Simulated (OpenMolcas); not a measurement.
## doublet [C5H6]−: a scaling law for UHF

[C5H6]−: 11 atoms, total charge -1, spin state doublet. As SMILES of the parent species, `C#CC(=C)C`. The coordinates come from a PBE0-D4/def2-TZVP relaxation. That shape belongs to the parent species and isn't relaxed for this state.

UHF, energy, OpenMolcas 26.06, on 1 thread of Arm Neoverse V2, shared host. N is the number of basis functions, t the processor time.

| basis | N | t (s) | ln N | ln t |
| --- | --- | --- | --- | --- |
| 6-31G | 57 | 3.1 | 4.043 | 1.131 |
| 6-31G(d) | 82 | 6.8 | 4.407 | 1.917 |
| 6-31G(d,p) | 100 | 12 | 4.605 | 2.485 |
| 6-311G(d,p) | 126 | ? | 4.836 | ? |

Q: Fit t = C·Nᵖ to the known rows and estimate the time in 6-311G(d,p).

A: 
1. Means of the 3 rows: ln N = 4.35167, ln t = 1.8443.
2. Σ(Δln N)² = 0.16251, Σ(Δln N·Δln t) = 0.38651, so the slope is 0.38651/0.16251 = 2.3784.
3. Intercept: 1.8443 − (2.3784) × 4.35167 = -8.5057. The largest residual of the fit is 0.059.
4. ln t = -8.5057 + 2.3784 × 4.836, so t ≈ 20 s.

The run took 28 s, so the estimate is too short by a factor of about 1.4. The fitted power is 2.4, with the electron count fixed. Fixed start-up costs flatten the line at the short runs, so it runs low for the long one.
